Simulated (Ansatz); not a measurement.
**CH₆AlB (SMILES [BH2][AlH][CH3]): functionals against CCSD(T) at one geometry**

The atoms stand at a structure displaced at random from a GFN2-xTB minimum. How far do the functionals agree with CCSD(T) there?

Method: single points in def2-TZVPP; program: Ansatz 0.2.0, Gaussian basis.

Correlated methods freeze the cores.

**1. The starting structure**

SMILES `[BH2][AlH][CH3]`, 9 atoms, charge 0, spin multiplicity 1.

Atoms are counted from 1 here; the program's logs count them from 0.

Bond lengths: B1–Al2 2.092 Å, B1–H4 1.276 Å, B1–H5 1.218 Å, Al2–C3 2.098 Å, Al2–H6 1.366 Å, C3–H7 1.101 Å, C3–H8 1.102 Å, C3–H9 1.060 Å. Angles: Al2–B1–H4 127.9°, Al2–B1–H5 127.0°, H4–B1–H5 104.2°, B1–Al2–C3 130.2°, B1–Al2–H6 112.9°, C3–Al2–H6 116.9°, Al2–C3–H7 105.8°, Al2–C3–H8 112.5°, Al2–C3–H9 104.9°, H7–C3–H8 114.1°, H7–C3–H9 117.0°, H8–C3–H9 102.4°.

Coordinates:

```mol
CH6AlB
  3D, bonds by distance, orders not assigned

  9  8  0  0  0  0  0  0  0  0999 V2000
   -0.9991    1.0121   -1.5053 B   0  0
    0.1837    0.6193    0.1753 Al  0  0
    0.6683   -1.2037    1.0926 C   0  0
   -1.7226    0.1927   -2.1638 H   0  0
   -1.3065    2.1053   -1.9468 H   0  0
    0.7153    1.7494    0.7276 H   0  0
   -0.2019   -1.8591    0.9353 H   0  0
    1.6188   -1.6217    0.7226 H   0  0
    0.9049   -0.9507    2.0946 H   0  0
  1  2  8  0
  1  4  8  0
  1  5  8  0
  2  3  8  0
  2  6  8  0
  3  7  8  0
  3  8  8  0
  3  9  8  0
M  END
```

**2. CCSD(T)/def2-TZVPP**

Contents of run/in.yaml:

```yaml
crystal:
  periodic: [false, false, false]
  atoms:
    - {symbol: B, position_ang: [-0.999100, 1.012100, -1.505300]}
    - {symbol: Al, position_ang: [0.183700, 0.619300, 0.175300]}
    - {symbol: C, position_ang: [0.668300, -1.203700, 1.092600]}
    - {symbol: H, position_ang: [-1.722600, 0.192700, -2.163800]}
    - {symbol: H, position_ang: [-1.306500, 2.105300, -1.946800]}
    - {symbol: H, position_ang: [0.715300, 1.749400, 0.727600]}
    - {symbol: H, position_ang: [-0.201900, -1.859100, 0.935300]}
    - {symbol: H, position_ang: [1.618800, -1.621700, 0.722600]}
    - {symbol: H, position_ang: [0.904900, -0.950700, 2.094600]}
basis:
  gaussian: {orbitals: def2-TZVPP}
correlation: {method: ccsd_t}
output: {forces: true}
```

No record of the launch command was kept for these runs.

**3. PBE0-D4/def2-TZVPP**

run/in.yaml, as its differences from that of step 2:

```diff
@@ -14,3 +14,3 @@
   gaussian: {orbitals: def2-TZVPP}
-correlation: {method: ccsd_t}
-output: {forces: true}
+hamiltonian: {xc: pbe0, dispersion: d4}
+output: {forces: true, orbitals: {seedname: orbitals}}
```

**4. wB97M-V/def2-TZVPP**

run/in.yaml, as its differences from that of step 3:

```diff
@@ -14,3 +14,3 @@
   gaussian: {orbitals: def2-TZVPP}
-hamiltonian: {xc: pbe0, dispersion: d4}
-output: {forces: true, orbitals: {seedname: orbitals}}
+hamiltonian: {xc: {name: wB97M-V}}
+output: {forces: true}
```

**5. r2SCAN-D4/def2-TZVPP**

run/in.yaml, as its differences from that of step 4:

```diff
@@ -14,3 +14,3 @@
   gaussian: {orbitals: def2-TZVPP}
-hamiltonian: {xc: {name: wB97M-V}}
+hamiltonian: {xc: r2scan, dispersion: d4}
 output: {forces: true}
```

**6. PBE-D4/def2-TZVPP**

run/in.yaml, as its differences from that of step 5:

```diff
@@ -14,3 +14,3 @@
   gaussian: {orbitals: def2-TZVPP}
-hamiltonian: {xc: r2scan, dispersion: d4}
+hamiltonian: {xc: pbe, dispersion: d4}
 output: {forces: true}
```

**7. r2SCAN0-D4/def2-TZVPP**

run/in.yaml, as its differences from that of step 6:

```diff
@@ -14,3 +14,3 @@
   gaussian: {orbitals: def2-TZVPP}
-hamiltonian: {xc: pbe, dispersion: d4}
+hamiltonian: {xc: {name: r2SCAN0}, dispersion: d4}
 output: {forces: true}
```

**8. SPW92/def2-TZVPP**

run/in.yaml, as its differences from that of step 7:

```diff
@@ -14,3 +14,3 @@
   gaussian: {orbitals: def2-TZVPP}
-hamiltonian: {xc: {name: r2SCAN0}, dispersion: d4}
+hamiltonian: {xc: lda}
 output: {forces: true}
```

(Steps that only read results are left out.)

What does the calculation give? Wanted: energy less free atoms, CCSD(T)/def2-TZVPP; RMS force component; RMS force error; HOMO and LUMO, PBE0-D4; T1 diagnostic.

As calculated:

```
                                  quantity                                                                                            value
energy less free atoms, CCSD(T)/def2-TZVPP                                                                                   -2691.8 kJ/mol
                       RMS force component                                                             1.529 to 1.555 eV/Å over the methods
                           RMS force error  PBE0-D4 0.030, wB97M-V 0.055, r2SCAN-D4 0.031, PBE-D4 0.105, r2SCAN0-D4 0.068, SPW92 0.171 eV/Å
                    HOMO and LUMO, PBE0-D4                                                                               -7.36 and -3.00 eV
                             T1 diagnostic                                                                                            0.009
```

What this shows: Against CCSD(T) the functionals' energies less atoms differ by -354.8 to -51.1 kJ/mol, PBE-D4 by -61.5 kJ/mol. CCSD(T) in triple zeta still lacks some correlation energy of the bonds, so part of these gaps is its own basis error and they don't rank the functionals. On forces the order runs from PBE0-D4 to SPW92. Frozen-core CCSD(T) forces in triple zeta carry basis errors of their own, and this is one geometry, so small gaps rank nothing.
